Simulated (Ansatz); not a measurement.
# C₂HNa (SMILES C#[C][Na]): a relaxed scan of the bond length C1–C2

One table from this session's results is given with a row withheld; the runs are named, their logs left out.

The runs use Ansatz 0.2.0, Gaussian basis; single points in def2-TZVPP.

Levels: PBE-D4, r2SCAN-D4, PBE0-D4, B3LYP-D4, wB97M-V, Hartree-Fock, MP2, CCSD, CCSD(T). The scan takes 1.100, 1.124, 1.160, 1.202, 1.249, 1.299, 1.352, 1.408, 1.466 Å.

Cores are frozen in the correlated methods. The outer core shell of Li, Na, Mg and K is correlated. B3LYP uses VWN-RPA correlation.

10 further runs of the same task are left out: 10 set aside as unsound or not needed.

## The starting structure

The minimum, relaxed at PBE0-D4: SMILES `C#[C][Na]`, 4 atoms, charge 0, spin multiplicity 1.

Atoms are counted from 1 here; the program's logs count them from 0.

Bond lengths: C1–C2 1.222 Å, C1–H4 1.067 Å, C2–Na3 2.213 Å. Angles: C2–C1–H4 180.0°, C1–C2–Na3 180.0°.

Coordinates:

```
C    -0.0686    0.8695   -0.1314
C     0.0439   -0.3352    0.0404
Na    0.2474   -2.5166    0.3516
H    -0.1673    1.9218   -0.2810
```

Energies of the minimum (eV), from earlier single points: PBE-D4 -6499.03820, r2SCAN-D4 -6502.81961, PBE0-D4 -6499.49383, B3LYP-D4 -6505.55372, wB97M-V -6503.85288, CCSD(T) -6493.58780.

At the minimum the bond length C1–C2 is 1.222 Å.

The first run:

File relax/in.yaml:

```yaml
crystal:
  periodic: [false, false, false]
  atoms:
    - {symbol: C, position_ang: [-0.068551, 0.869525, -0.131389]}
    - {symbol: C, position_ang: [0.032702, -0.214840, 0.023203]}
    - {symbol: Na, position_ang: [0.236196, -2.396259, 0.334495]}
    - {symbol: H, position_ang: [-0.167315, 1.921801, -0.281012]}
basis:
  gaussian: {orbitals: def2-TZVP}
hamiltonian: {xc: pbe0, dispersion: d4}
relax: {f_tol: 0.005, max_steps: 200, constraints: [{distance: [0, 1]}]}
```

No record of the launch command was kept for these runs.

Steps of the session up to this table: C1–C2 = 1.100 Å; C1–C2 = 1.124 Å; C1–C2 = 1.160 Å; C1–C2 = 1.202 Å; C1–C2 = 1.249 Å; C1–C2 = 1.299 Å; C1–C2 = 1.352 Å; C1–C2 = 1.408 Å; C1–C2 = 1.466 Å.

One table of the session follows, with a row left open; its other results are not shown here.

It belongs to the step «The curves». Energies less that of the minimum at the same level (eV):

```
bond length (Å)  PBE-D4  PBE0-D4  B3LYP-D4  wB97M-V  Hartree-Fock
          1.100   1.011    0.905     0.884    0.872         0.740
          1.124   0.643    0.556     0.541    0.529         0.418
          1.160   0.263    0.207     0.199    0.189         0.115
          1.202   0.039    0.020     0.018    0.014        -0.011
1.222 (minimum)   0.000    0.000     0.000    0.000         0.000
          1.249   0.007    0.033     0.034    0.041         0.077
          1.299   0.167    0.244     0.245    0.268         0.376
          1.352       ?        ?         ?        ?             ?
          1.408   0.976    1.172     1.160    1.233         1.520
          1.466   1.561    1.825     1.800    1.907         2.299
```

**Question.** Estimate the row for bond length (Å) = 1.352.

Worked estimate for «PBE-D4». A straight line through the neighbours (1.299, 0.167) and (1.408, 0.976) gives 0.167 + (0.976 − 0.167) × (1.352 − 1.299) / (1.408 − 1.299) = 0.560; a parabola fitted to 4 rows on both sides gives 0.500.

The run gave: PBE-D4: 0.499; PBE0-D4: 0.632; B3LYP-D4: 0.629; wB97M-V: 0.674; Hartree-Fock: 0.866. In «PBE-D4» the line misses by +0.061 and the parabola by +0.001.
